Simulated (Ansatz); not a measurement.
Results of LDA (PAW; Ansatz, an electronic-structure program) for tetragonal perovskite BaTiO₃ (room-temperature form, which distorts further on cooling).

Numerical settings: plane-wave cutoff 500 eV, 8×8×8 k mesh, gaussian smearing 0.02 eV, no spin polarisation, scalar-relativistic PAW data made under PBE.

Cell (relaxed at this level):

```cif
data_BaO3Ti
_chemical_formula_sum 'Ba1 Ti1 O3'
_space_group_name_H-M_alt 'P4mm'
_space_group_IT_number 99
_space_group_name_Hall 'P 4 -2'
_cell_length_a 3.92643
_cell_length_b 3.92643
_cell_length_c 3.97492
_cell_angle_alpha 90.000
_cell_angle_beta 90.000
_cell_angle_gamma 90.000
loop_
_atom_site_label
_atom_site_type_symbol
_atom_site_symmetry_multiplicity
_atom_site_Wyckoff_symbol
_atom_site_fract_x
_atom_site_fract_y
_atom_site_fract_z
_atom_site_occupancy
Ba1 Ba 1 a 0.00000 0.00000 0.00033 1
Ti1 Ti 1 b 0.50000 0.50000 0.51273 1
O1 O 1 b 0.50000 0.50000 0.97909 1
O2 O 2 c 0.00000 0.50000 0.48593 1
```

### Question
Give the computed band gap.

### Answer

- band gap: 1.85 eV (on the SCF k mesh)

Note: the relaxation could not lower the start's symmetry, so the cell can be a saddle point above a distorted one.

Spin–orbit coupling is not included.

Static lattice: no zero-point or thermal effects.

Cost on a shared machine: very roughly 2.5 core-minutes.
